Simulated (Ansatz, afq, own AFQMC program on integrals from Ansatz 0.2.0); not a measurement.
# CH5AlN (doublet): quantum Monte Carlo beside coupled cluster as a fragment species, def2-TZVP

How near does AFQMC come to the top of the ladder for CH5AlN (doublet)?

Computed with Ansatz 0.2.0, Gaussian basis, and an in-house AFQMC program (afq) on its integrals; all values are calculated. Level: def2-TZVP, frozen cores.

To be run: PBE (unrestricted); CCSD(T) on UHF; r2SCAN (unrestricted); PBE0 (unrestricted); B3LYP (unrestricted); wB97M-V (unrestricted); B2PLYP (unrestricted); Phaseless AFQMC, CISD trial on UHF.

### 1 The geometry

The geometry is a PBE0/def2-SVP stationary point (not a proven minimum).

8 atoms, charge 0, spin multiplicity 2.

Atoms are counted from 1 here; the program's logs count them from 0.

Bond lengths: C1–N2 1.446 Å, C1–H4 1.106 Å, C1–H5 1.101 Å, C1–H6 1.106 Å, N2–Al3 1.786 Å, N2–H7 1.016 Å, Al3–H8 1.609 Å. Angles: N2–C1–H4 112.7°, N2–C1–H5 110.1°, N2–C1–H6 112.7°, H4–C1–H5 106.9°, H4–C1–H6 107.2°, H5–C1–H6 106.9°, C1–N2–Al3 128.7°, C1–N2–H7 111.9°, Al3–N2–H7 119.3°, N2–Al3–H8 115.4°.

### 2 PBE (unrestricted)

File in.yaml:

```yaml
crystal:
  periodic: [false, false, false]
  atoms:
    - {symbol: C, position_ang: [-0.337809, 0.737186, -0.781977]}
    - {symbol: N, position_ang: [-0.438223, -0.575616, -0.184009]}
    - {symbol: Al, position_ang: [-0.084595, -1.068023, 1.495911]}
    - {symbol: H, position_ang: [-1.306831, 1.105693, -1.167235]}
    - {symbol: H, position_ang: [0.008832, 1.467796, -0.034233]}
    - {symbol: H, position_ang: [0.381465, 0.769604, -1.621512]}
    - {symbol: H, position_ang: [-0.756313, -1.273411, -0.850856]}
    - {symbol: H, position_ang: [0.412074, 0.112171, 2.470111]}
basis:
  gaussian: {orbitals: def2-TZVP}
magnetization: {spin_polarized: true, initial_magnetization: 1}
hamiltonian: {xc: {name: PBE}}
output: {orbitals: {seedname: orbitals}}
```

Run with:

```sh
$ ansatz run in.yaml --threads 1 --pin off --events-out ev --progress --plain --max-ram 8192MiB --backend cpu
```

What it wrote:

```text
Functional definition: PBE
  name "PBE"
  cite "Perdew, Burke & Ernzerhof, Phys. Rev. Lett. 77, 3865 (1996) doi:10.1103/PhysRevLett.77.3865"
  parent pbe
  parameter kappa = 0.804
  parameter beta = 0.06672455060314922
  exchange = pbe_x(kappa = kappa, mu = beta*pi^2/3)
  correlation = pbe_c(beta = beta)
814 factors; their error is unknown
mean field evaluation 1: about -9184.7515 eV, gradient 5.6e1 eV
mean field evaluation 2: about -9082.3814 eV, gradient 1.3e2 eV
mean field evaluation 4: about -9197.6945 eV, gradient 1.5e1 eV
mean field evaluation 8: about -9198.7672 eV, gradient 2.4e-1 eV
mean field evaluation 16: about -9198.7481 eV, gradient 2.2e-4 eV
mean field -9198.74813640 eV, -338.0477588773 hartree, gradient 4.0e-6 eV, S^2 0.753449; 0 other end points of the search recorded, 0 dependent functions left out
reference -9198.74818001 eV, -338.0477604800 hartree; 16, 15 occupied and 113, 114 virtual orbitals, 814 factors
Total energy: -9198.74818001 eV, -338.0477604800 hartree
```

Wall time 3.8 s (1 thread of AMD EPYC 7R13 (Zen 3), shared host); peak memory 2.4 GiB.

From the report: ⟨S²⟩ of the determinant 0.753 (pure doublet: 0.75).

### 3 CCSD(T) on UHF

Edit in.yaml of step 2 so:

```diff
@@ -14,3 +14,2 @@
 magnetization: {spin_polarized: true, initial_magnetization: 1}
-hamiltonian: {xc: {name: PBE}}
-output: {orbitals: {seedname: orbitals}}
+correlation: {method: ccsd_t, electrons: outside_noble_gas, hamiltonian_folder: ham}
```

Run with:

```sh
$ ansatz run in.yaml --threads 1 --pin off --events-out ev --progress --plain --max-ram 24576MiB --backend cuda --devices 0, --max-vram 18GiB
```

What it wrote, cut to the lines that bear on the results:

```text
Functional definition: HF
  name "HF"
  cite "Fock, Z. Phys. 61, 126 (1930) doi:10.1007/BF01340294"
  parent pbe
[...]
872 factors; integrals over basis functions are off by at most 1.0e-3 eV
[...]
mean field -9174.99058188 eV, -337.1746848521 hartree, gradient 2.4e-6 eV, S^2 0.755402; 2 other end points of the search recorded, 0 dependent functions left out
determinant -9174.99058188 eV, -337.1746848521 hartree, with singles and doubles -9187.88635048 eV, -337.6485956072 hartree
determinant -9171.95441629 eV, -337.0631078248 hartree, with singles and doubles -9184.98235315 eV, -337.5418756735 hartree
determinant -9171.83644272 eV, -337.0587723758 hartree, with singles and doubles -9184.52870726 eV, -337.5252044946 hartree
7 core orbitals not correlated: weight in the atoms' cores, before any rotation towards them, 1.000 or more for the frozen orbitals, at most 0.000 for the correlated occupied ones
reference -9174.99058188 eV, -337.1746848521 hartree; 9, 8 occupied and 113, 114 virtual orbitals, 872 factors
second order -11.92367886 eV of doubles, -0.00000000 eV of singles
cycle   1  -12.77014874 eV  change   -7.9e-1 eV  update   2.5e-2
[...]
cycle  10  -12.79897848 eV  change    5.4e-6 eV  update   6.7e-6
perturbative correction -0.47868699 eV, -0.0175914224 hartree
Total energy: -9188.26824735 eV, -337.6626300582 hartree
```

Run time: 10 s. Hardware: 1 × NVIDIA H100 80GB HBM3 with 1 thread of AMD EPYC 7R13 (Zen 3), shared host; peak host memory 2.4 GiB.

From the report: ⟨S²⟩ of the determinant 0.755 (pure doublet: 0.75); correlation -13.2777 eV; T1 0.015; largest double amplitude 0.03.

This run also writes the integrals to the folder ham.

### 4 r2SCAN (unrestricted)

Edit in.yaml of step 3 so:

```diff
@@ -14,2 +14,2 @@
 magnetization: {spin_polarized: true, initial_magnetization: 1}
-correlation: {method: ccsd_t, electrons: outside_noble_gas, hamiltonian_folder: ham}
+hamiltonian: {xc: {name: r2SCAN}}
```

Run with:

```sh
$ ansatz run in.yaml --threads 1 --pin off --events-out ev --progress --plain --max-ram 8192MiB --backend cpu
```

What it wrote:

```text
Functional definition: r2SCAN
  name "r2SCAN"
  cite "Furness, Kaplan, Ning, Perdew & Sun, J. Phys. Chem. Lett. 11, 8208 (2020) doi:10.1021/acs.jpclett.0c02405"
  cite "Furness, Kaplan, Ning, Perdew & Sun, J. Phys. Chem. Lett. 11, 9248 (2020) doi:10.1021/acs.jpclett.0c03077"
  parent r2scan
  parameter k0 = 0.174
  parameter k1 = 0.065
  parameter a1 = 4.9479
  exchange = r2scan_x(k0 = k0, k1 = k1, a1 = a1)
  correlation = r2scan_c
814 factors; their error is unknown
mean field evaluation 1: about -9192.0365 eV, gradient 5.1e1 eV
mean field evaluation 2: about -9118.4124 eV, gradient 1.1e2 eV
mean field evaluation 4: about -9203.1711 eV, gradient 1.1e1 eV
mean field evaluation 8: about -9203.6513 eV, gradient 1.6e-1 eV
mean field evaluation 16: about -9203.6317 eV, gradient 4.2e-4 eV
mean field -9203.63167914 eV, -338.2272257628 hartree, gradient 3.7e-5 eV, S^2 0.755630; 0 other end points of the search recorded, 0 dependent functions left out
reference -9203.63169556 eV, -338.2272263661 hartree; 16, 15 occupied and 113, 114 virtual orbitals, 814 factors
Total energy: -9203.63169556 eV, -338.2272263661 hartree
```

Wall time 8 s (1 thread of AMD EPYC 7R13 (Zen 3), shared host); peak memory 2.4 GiB.

From the report: ⟨S²⟩ of the determinant 0.756 (pure doublet: 0.75).

### 5 PBE0 (unrestricted)

Edit in.yaml of step 4 so:

```diff
@@ -14,2 +14,3 @@
 magnetization: {spin_polarized: true, initial_magnetization: 1}
-hamiltonian: {xc: {name: r2SCAN}}
+hamiltonian: {xc: {name: PBE0}}
+output: {orbitals: {seedname: orbitals}}
```

Same command.

What it wrote:

```text
Functional definition: PBE0
  name "PBE0"
  cite "Adamo & Barone, J. Chem. Phys. 110, 6158 (1999) doi:10.1063/1.478522"
  cite "Perdew, Burke & Ernzerhof, Phys. Rev. Lett. 77, 3865 (1996) doi:10.1103/PhysRevLett.77.3865"
  parent pbe
  parameter a = 0.25
  parameter kappa = 0.804
  parameter beta = 0.06672455060314922
  exchange = (1 - a)*pbe_x(kappa = kappa, mu = beta*pi^2/3) + a*exact_x
  correlation = pbe_c(beta = beta)
834 factors; their error is unknown
mean field evaluation 1: about -9190.4870 eV, gradient 4.6e1 eV
mean field evaluation 2: about -9150.1211 eV, gradient 8.6e1 eV
mean field evaluation 4: about -9199.4497 eV, gradient 6.5e0 eV
mean field evaluation 8: about -9199.6594 eV, gradient 2.4e-1 eV
mean field evaluation 16: about -9199.6597 eV, gradient 2.8e-5 eV
mean field -9199.65968736 eV, -338.0812577571 hartree, gradient 2.8e-5 eV, S^2 0.753477; 0 other end points of the search recorded, 0 dependent functions left out
reference -9199.65971964 eV, -338.0812589434 hartree; 16, 15 occupied and 113, 114 virtual orbitals, 834 factors
Total energy: -9199.65971964 eV, -338.0812589434 hartree
```

Wall time 4.5 s (1 thread of AMD EPYC 7R13 (Zen 3), shared host); peak memory 2.4 GiB.

From the report: ⟨S²⟩ of the determinant 0.753 (pure doublet: 0.75).

### 6 B3LYP (unrestricted)

Edit in.yaml of step 5 so:

```diff
@@ -14,3 +14,2 @@
 magnetization: {spin_polarized: true, initial_magnetization: 1}
-hamiltonian: {xc: {name: PBE0}}
-output: {orbitals: {seedname: orbitals}}
+hamiltonian: {xc: {name: B3LYP}}
```

Same command.

What it wrote, cut to the lines that bear on the results:

```text
Functional definition: B3LYP
  name "B3LYP"
  cite "Stephens, Devlin, Chabalowski & Frisch, J. Phys. Chem. 98, 11623 (1994) doi:10.1021/j100096a001"
  cite "Becke, Phys. Rev. A 38, 3098 (1988) doi:10.1103/PhysRevA.38.3098"
  cite "Lee, Yang & Parr, Phys. Rev. B 37, 785 (1988) doi:10.1103/PhysRevB.37.785"
  cite "Vosko, Wilk & Nusair, Can. J. Phys. 58, 1200 (1980) doi:10.1139/p80-159"
[...]
814 factors; their error is unknown
[...]
mean field -9206.72446136 eV, -338.3408834131 hartree, gradient 6.0e-5 eV, S^2 0.752662; 0 other end points of the search recorded, 0 dependent functions left out
reference -9206.72471927 eV, -338.3408928912 hartree; 16, 15 occupied and 113, 114 virtual orbitals, 814 factors
Total energy: -9206.72471927 eV, -338.3408928912 hartree
```

Run time: 4.8 s. Hardware: 1 thread of AMD EPYC 7R13 (Zen 3), shared host; peak memory 2.4 GiB.

From the report: ⟨S²⟩ of the determinant 0.753 (pure doublet: 0.75).

### 7 wB97M-V (unrestricted)

Edit in.yaml of step 6 so:

```diff
@@ -14,2 +14,3 @@
 magnetization: {spin_polarized: true, initial_magnetization: 1}
-hamiltonian: {xc: {name: B3LYP}}
+hamiltonian: {xc: {name: wB97M-V}}
+output: {orbitals: {seedname: orbitals}}
```

Launched as before.

What it wrote, cut to the lines that bear on the results:

```text
Functional definition: wB97M-V
  name "wB97M-V"
  cite "Mardirossian & Head-Gordon, J. Chem. Phys. 144, 214110 (2016) doi:10.1063/1.4952647"
  cite "Becke, J. Chem. Phys. 107, 8554 (1997) doi:10.1063/1.475007"
  cite "Vydrov & Van Voorhis, J. Chem. Phys. 133, 244103 (2010) doi:10.1063/1.3521275"
  # Of w^i u^j: cxij and so on, Table III.
[...]
  gx(w, u) = 1 - cx + cx01*u + cx10*w
  gss(w, u) = css00 + css04*u^4 + css10*w + css20*w^2 + css43*w^4*u^3
  gos(w, u) = cos00 + cos10*w + (cos20 + cos21*u)*w^2 + (cos60 + cos61*u)*w^6
[...]
      + integral(e_c_pw_mod_opposite_spin*gos(b97_w_opposite, b97_u_opposite)) + vv10(b, c)
814 factors; their error is unknown
237 factors; integrals over basis functions are off by at most 1.6e-5 eV
[...]
mean field -9203.92190227 eV, -338.2378912660 hartree, gradient 3.6e-5 eV, S^2 0.751690; 0 other end points of the search recorded, 0 dependent functions left out
reference -9203.92194844 eV, -338.2378929629 hartree; 16, 15 occupied and 113, 114 virtual orbitals, 814 factors
Total energy: -9203.92194844 eV, -338.2378929629 hartree
```

Wall time 15 s (1 thread of AMD EPYC 7R13 (Zen 3), shared host); peak memory 2.4 GiB.

From the report: ⟨S²⟩ of the determinant 0.752 (pure doublet: 0.75).

### 8 B2PLYP (unrestricted)

Edit in.yaml of step 7 so:

```diff
@@ -14,3 +14,3 @@
 magnetization: {spin_polarized: true, initial_magnetization: 1}
-hamiltonian: {xc: {name: wB97M-V}}
-output: {orbitals: {seedname: orbitals}}
+hamiltonian: {xc: {name: B2PLYP}}
+correlation: {electrons: outside_noble_gas}
```

Launched as before.

What it wrote, cut to the lines that bear on the results:

```text
Functional definition: B2PLYP
  name "B2PLYP"
  cite "Grimme, J. Chem. Phys. 124, 034108 (2006) doi:10.1063/1.2148954"
  cite "Becke, Phys. Rev. A 38, 3098 (1988) doi:10.1103/PhysRevA.38.3098"
  cite "Lee, Yang & Parr, Phys. Rev. B 37, 785 (1988) doi:10.1103/PhysRevB.37.785"
[...]
872 factors; integrals over basis functions are off by at most 1.0e-3 eV
[...]
mean field -9196.39781815 eV, -337.9613862746 hartree, gradient 4.5e-6 eV, S^2 0.753939; 1 other end points of the search recorded, 0 dependent functions left out
7 core orbitals not correlated: weight in the atoms' cores, before any rotation towards them, 1.000 or more for the frozen orbitals, at most 0.000 for the correlated occupied ones
reference -9196.39798006 eV, -337.9613922248 hartree; 9, 8 occupied and 113, 114 virtual orbitals, 872 factors
second order -14.56472307 eV of doubles, -0.00000000 eV of singles
Total energy: -9200.33045529 eV, -338.1059080239 hartree
```

Wall time 9.5 s (1 thread of AMD EPYC 7R13 (Zen 3), shared host); peak memory 2.4 GiB.

From the report: ⟨S²⟩ of the determinant 0.754 (pure doublet: 0.75).

### 9 Phaseless AFQMC, CISD trial on UHF

It reads the integrals that the CCSD(T) run on this determinant wrote.

Run with:

```sh
$ afq ham --method phaseless --trial cisd --walkers 800 --populations 20 --least-time 60 --time-step 0.005 --steps-per-block 50 --equilibration-blocks 28 --max-blocks 4000 --target-error 0.00024 --factor-cut 1e-05 --start spin_pure --seed 7965 --release-times 0.24,0.5,1 --release-step 0.02 --release-every 4 --taylor-order 6
```

What it wrote:

```text
orbitals 122  electrons 9 8  factors 866 of 872
reference energy -337.17468485 Eh
CCSD correlation -0.47035401 Eh in 12 cycles, weight of the determinant in the CISD state 0.8425
energy of the start -337.644796 Eh
 block  time / (1/Eh)  mean weight  energy / Eh
     1     0.250  0.9988  -337.636732
     2     0.500  1.0000  -337.644621
     3     0.750  0.9994  -337.650372
     4     1.000  0.9996  -337.655117
     5     1.250  1.0003  -337.658259
     6     1.500  1.0005  -337.660757
     7     1.750  1.0011  -337.659817
     8     2.000  1.0011  -337.658680
     9     2.250  1.0005  -337.661091
    10     2.500  1.0001  -337.660176
    15     3.750  0.9993  -337.658313
    22     5.500  1.0001  -337.664755
    29     7.250  1.0002  -337.667071
    36     9.000  1.0004  -337.660728
    43    10.750  1.0004  -337.667235
    50    12.500  1.0006  -337.666183
    57    14.250  1.0000  -337.665016
    64    16.000  0.9991  -337.666175
    71    17.750  1.0003  -337.662470
    78    19.500  1.0004  -337.663133
    85    21.250  0.9999  -337.663963
    92    23.000  1.0002  -337.661173
    99    24.750  1.0001  -337.662879
   106    26.500  1.0003  -337.663560
   113    28.250  1.0000  -337.660577
   120    30.000  1.0002  -337.666473
   127    31.750  1.0003  -337.659932
   134    33.500  1.0001  -337.663323
   141    35.250  0.9992  -337.664744
   148    37.000  0.9998  -337.662322
   155    38.750  1.0002  -337.662864
   162    40.500  1.0003  -337.660595
   169    42.250  0.9997  -337.663513
   176    44.000  1.0001  -337.661663
   183    45.750  0.9999  -337.662505
   190    47.500  0.9998  -337.661928
   197    49.250  1.0006  -337.660723
   204    51.000  0.9999  -337.665394
   211    52.750  0.9995  -337.667052
   218    54.500  1.0016  -337.668898
   225    56.250  0.9982  -337.659465
   232    58.000  1.0001  -337.664055
   239    59.750  1.0003  -337.645720
   246    61.500  1.0000  -337.672507
   253    63.250  1.0009  -337.665285
   260    65.000  1.0006  -337.661080
   267    66.750  1.0000  -337.666016
   274    68.500  1.0007  -337.667630
   281    70.250  1.0001  -337.664808
   288    72.000  0.9996  -337.665038
   295    73.750  0.9998  -337.664740
   302    75.500  0.9980  -337.662853
   309    77.250  0.9998  -337.663040
error from the spread of 20 populations
released: time / (1/Eh)  energy / Eh  error  mean overlap
  0.24  -337.664050  0.000199  0.9971
  0.50  -337.664266  0.000255  0.9931
  1.00  -337.663825  0.000238  0.9867
energy -337.663740 +/- 0.000248 Eh
```

It took 5.9 min on 1 × NVIDIA H100 80GB HBM3 with 2 threads of AMD EPYC 7R13 (Zen 3), shared host; peak host memory 2.4 GiB.

Energy -9188.2985 ± 0.0067 eV. Caveats: constraint bias not in the error.

### 10 All levels side by side

On the UHF determinant, counted from CCSD(T) (a yardstick, not exact):

| level | energy (eV) | from CCSD(T) (meV) | statistical error (meV) | time |
| --- | --- | --- | --- | --- |
| HF | -9174.9906 | +13277.7 |  |  |
| MP2 | -9186.9143 | +1354.0 |  |  |
| CCSD | -9187.7896 | +478.7 |  |  |
| CCSD(T) | -9188.2682 | 0.0 |  |  |
| Phaseless AFQMC, CISD trial, step 0.005, 800 walkers | -9188.2985 | -30.2 | 6.7 | 5.9 min |

The functionals' totals stand on their own zeros and serve differences with other points: PBE -9198.748 eV; r2SCAN -9203.632 eV; PBE0 -9199.660 eV; B3LYP -9206.725 eV; wB97M-V -9203.922 eV; B2PLYP -9200.330 eV.

### 11 Outcome

| quantity | value |
| --- | --- |
| Phaseless AFQMC, CISD trial on UHF from CCSD(T) | -30.2 ± 6.7 meV |

What this shows: On UHF the phaseless walk with the CISD trial lies -30.2 meV from CCSD(T), 4 times its error bar. Error bars are statistical and leave out the constraint, the time step and what remains of the start.
